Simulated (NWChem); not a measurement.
# One shape, several levels: doublet C3H3N−

Aim: a comparison of 6 runs (UHF/STO-3G, UHF/3-21G, UB3LYP/6-31G*, UB3LYP/def2-SVPD, UM06-2X/def2-SVPD) of doublet C3H3N−. 

The results are computed with NWChem 7.3.0.

3 further runs of the same task are left out: 3 set aside as unsound or not needed.

### 1 The system as given

C3H3N− has 7 atoms, charge -1, and is taken as a doublet. As SMILES of the parent species, `[H]/N=C/C#C`. Geometry: relaxed at PBE0-D4/def2-TZVP. That shape belongs to the parent species and isn't relaxed for this state.

Bond lengths: N2–C3 1.269 Å, C3–C4 1.429 Å, C4–C5 1.201 Å, H1–N2 1.019 Å, C3–H6 1.096 Å, C5–H7 1.065 Å. Angles: N2–C3–C4 121.8°, C3–C4–C5 176.6°, N2–C3–H6 123.7°, C4–C3–H6 114.5°, H1–N2–C3 110.0°, C4–C5–H7 178.7°.

### 2 A single-point energy at UHF/STO-3G (run 1)

Input file job.nw:

```
start job
memory stack 880 mb heap 220 mb global 1100 mb
charge -1
geometry units angstrom noautosym nocenter noautoz
   H     0.841710   -2.014980    1.203370
   N     0.102900   -1.529480    0.695820
   C     0.496610   -0.371020    0.360310
   C    -0.343680    0.528040   -0.365300
   C    -0.996310    1.332180   -0.974190
   H     1.491240    0.025700    0.594490
   H    -1.592480    2.029580   -1.514510
end
basis spherical bse
   * library STO-3G
end
scf
   doublet
   uhf
   thresh 1e-08
   maxiter 80
   print medium
end
task scf energy
```

Run with:

```sh
nwchem job.nw > job.out
```

What it wrote:

```text
[...]
  functions       =    23
[...]
  wavefunction    = UHF
[...]
         Total SCF energy =   -167.353833834868
      One electron energy =   -415.179832526189
      Two electron energy =    157.372312044201
 Nuclear repulsion energy =     90.453686647120
                       Sz =      0.5000
                 Sz(Sz+1) =      0.7500
                      S^2 =      0.8773
[...]
```

Run time: 4.2 s. Hardware: 1 thread of Intel Xeon Platinum 8259CL at 2.50GHz (Skylake/Cascade Lake), shared host; peak memory 0.1 GiB.

### 3 A single-point energy at UHF/3-21G (run 2)

Input file run.py:

```python
from ase import Atoms
from ase.calculators.nwchem import NWChem

atoms = Atoms(['H', 'N', 'C', 'C', 'C', 'H', 'H'], positions=[
    [0.841710, -2.014980, 1.203370],
    [0.102900, -1.529480, 0.695820],
    [0.496610, -0.371020, 0.360310],
    [-0.343680, 0.528040, -0.365300],
    [-0.996310, 1.332180, -0.974190],
    [1.491240, 0.025700, 0.594490],
    [-1.592480, 2.029580, -1.514510],
])

calc = NWChem(
    label='calc',
    theory='scf',
    memory='2200 mb',
    basis='3-21G',
    basispar='spherical bse',
    charge=-1,
    scf={'nopen': '1', 'uhf': None, 'thresh': '1e-08', 'maxiter': '80'},
    task='energy',
)
atoms.calc = calc

e = atoms.get_potential_energy()
print(f"E = {e:.6f} eV")
```

Run with:

```sh
export ASE_NWCHEM_COMMAND="nwchem PREFIX.nwi > PREFIX.nwo"
python run.py
```

What it wrote:

```text
E = -4589.765182 eV
```

The calculator wrote calc.nwi:

```
title "calc"

permanent_dir calc

scratch_dir calc

start calc

geometry units angstrom nocenter noautosym noautoz
  H  8.4170999999999996e-01 -2.0149800000000000e+00 1.2033700000000001e+00
  N  1.0290000000000001e-01 -1.5294800000000000e+00 6.9581999999999999e-01
  C  4.9661000000000000e-01 -3.7102000000000002e-01 3.6031000000000002e-01
  C  -3.4367999999999999e-01 5.2803999999999995e-01 -3.6530000000000001e-01
  C  -9.9631000000000003e-01 1.3321799999999999e+00 -9.7419000000000000e-01
  H  1.4912399999999999e+00 2.5700000000000001e-02 5.9448999999999996e-01
  H  -1.5924799999999999e+00 2.0295800000000002e+00 -1.5145100000000000e+00
end

charge -1

memory 2200 mb

basis spherical bse noprint
   * library 3-21G
end

scf
  nopen 1
  uhf
  thresh 1e-08
  maxiter 80
end

task scf energy
```

calc.nwo:

```text
Northwest Computational Chemistry Package (NWChem) 7.3.0
             --------------------------------------------------------

           Job information
           ---------------

    nwchem branch   = 7.3.0
    use scalapack   = T
    input           = calc.nwi
    prefix          = calc.
    data base       = calc/calc.db
    status          = startup
    nproc           =        1

           Memory information
           ------------------

[... 5 lines left out ...]
    hardfail = no
[... 126 lines left out ...]
 1-e energy   =    -418.717442
[... 9 lines left out ...]
 Convergence threshold     :          1.000E-08
[... 17 lines left out ...]
      One electron energy =   -413.618755259811
[... 9 lines left out ...]
          Final alpha eigenvalues
[... 220 lines left out ...]
                     UHF Final Beta Molecular Orbital Analysis
[... 227 lines left out ...]
       Multipole analysis of the density wrt the origin
       ------------------------------------------------

     L   x y z        total         alpha         beta         nuclear
     -   - - -        -----         -----         ----         -------
     0   0 0 0     -1.000000    -15.000000    -14.000000     28.000000

     1   1 0 0      0.716006      3.998197      3.519896     -6.802088
[... 8 lines of this table left out ...]
     2   0 0 2    -21.455434    -38.998397    -35.159868     52.702831

 Task  times  cpu:        3.0s     wall:        3.0s
 Total times  cpu:        3.1s     wall:        3.1s
```

It took 4.5 s on 1 thread of Intel Xeon Platinum 8259CL at 2.50GHz (Skylake/Cascade Lake), shared host; peak memory 0.1 GiB.

Runs 3 to 5 aren't shown in full; the table further down has their settings and results.

### 4 A single-point energy at UM06-2X/def2-SVPD (run 6)

Input file m1.nw:

```
start m1
title "C3H3N"
memory 2200 mb
charge -1

geometry units atomic noautosym nocenter noautoz
   H    1.59060138  -3.80776035   2.27403973
   N    0.19445282  -2.89029831   1.31490923
   C    0.93845689  -0.70112619   0.68088722
   C   -0.64946107   0.99785098  -0.69031695
   C   -1.88275304   2.51745535  -1.84095229
   H    2.81803519   0.04856596   1.12342328
   H   -3.00935106   3.83535035  -2.86200911
end

basis "ao basis" spherical bse
   * library def2-SVPD
end

dft
   xc m06-2x
   mult 2
   grid fine
   convergence energy 1e-08
   iterations 100
   mulliken
   print medium
end

task dft
```

Run with:

```sh
nwchem m1.nw > m1.out
```

What it wrote:

```text
[...]
          Wavefunction type:  spin polarized.
          No. of atoms     :     7
          No. of electrons :    29
[...]
          Charge           :    -1
          Spin multiplicity:     2
[...]
          AO basis - number of functions:   104
[...]
              XC Information
              --------------
                       M06-2X Method XC Functional
                     Hartree-Fock (Exact) Exchange  0.540
                        M06-2X Exchange Functional  1.000
                      M06-2X Correlation Potential  1.000
[...]
 d= 0,ls=0.0,diis     1   -170.3021518779 -2.61D+02  1.37D+00  3.31D-01     4.5
[...]
 d= 0,ls=0.0,diis    14   -170.5541593724 -3.90D-09  7.36D-07  2.67D-10    58.1
[...]
         Total DFT energy =     -170.554159372368
      One electron energy =     -414.453484150346
           Coulomb energy =      177.805612105910
    Exchange-Corr. energy =      -24.359967477137
 Nuclear repulsion energy =       90.453680149205
[...]
      Total Density - Mulliken Population Analysis
     ---------------------------------------------
    Atom       Charge   Shell Charges
 -----------   ------   -------------------------------------------------------
    1 H    1     1.04   0.77  0.21  0.04  0.03
    2 N    7     7.50   1.99  1.02  0.53  0.41  2.39  1.12  0.02  0.02
    3 C    6     5.80   1.99  0.90  0.11  0.02  2.11  0.63  0.06 -0.02
    4 C    6     4.65   1.99  0.94  0.01 -0.09  2.03 -0.47  0.04  0.21
    5 C    6     7.53   1.99  0.88  2.29  0.13  2.09  0.13  0.02  0.01
    6 H    1     1.27   0.77  0.37  0.02  0.10
    7 H    1     1.21   0.76  0.31  0.03  0.11
[...]
      <S2> =      0.7587 (Exact =     0.7500)
[...]
```

It took 59 s on 1 thread of Intel Xeon Platinum 8259CL at 2.50GHz (Skylake/Cascade Lake), shared host; peak memory 0.12 GiB.

### 5 All runs side by side

| run | level | iteration cap | module | energy (Eh) | HOMO energy (eV) | LUMO energy (eV) | ⟨S²⟩ | wall time |
| --- | --- | --- | --- | --- | --- | --- | --- | --- |
| 1 | UHF/STO-3G | 80 | scf | -167.353834 | 4.35 | 16.82 | 0.877 | 4.2 s |
| 2 | UHF/3-21G | 80 | scf | -168.670761 | 1.05 | 11.43 | 0.817 | 4.5 s |
| 3 | UB3LYP/6-31G* (spherical functions) | 100 | dft | -170.718949 | – | – | 0.756 | 52 s |
| 4 | UB3LYP/6-31G* (Cartesian functions) | 100 | dft | -170.723504 | 3.82 | 6.45 | 0.756 | 56 s |
| 5 | UB3LYP/def2-SVPD | 100 | dft | -170.641561 | – | – | 0.756 | 48 s |
| 6 | UM06-2X/def2-SVPD | 100 | dft | -170.554159 | 1.77 | 5.04 | 0.759 | 59 s |

### 6 Summary of results

| quantity | value |
| --- | --- |
| run 6: total energy | -170.55416 Eh |
| run 6: HOMO energy (highest over α and β) | 1.77 eV |
| run 6: LUMO energy (lowest over α and β) | 5.04 eV |
| run 6: ⟨S²⟩ | 0.759 |

What this shows: Totals of different functionals can't be ranked against each other. In runs 1, 2, 4, 6 the HOMO lies above zero, from self-interaction, a short basis or an electron that isn't bound. In run 1 the basis is minimal, so the values are rough. Spin contamination of the reference: run 1 ⟨S²⟩ = 0.88. All runs together took 3.7 min, the longest 59 s.
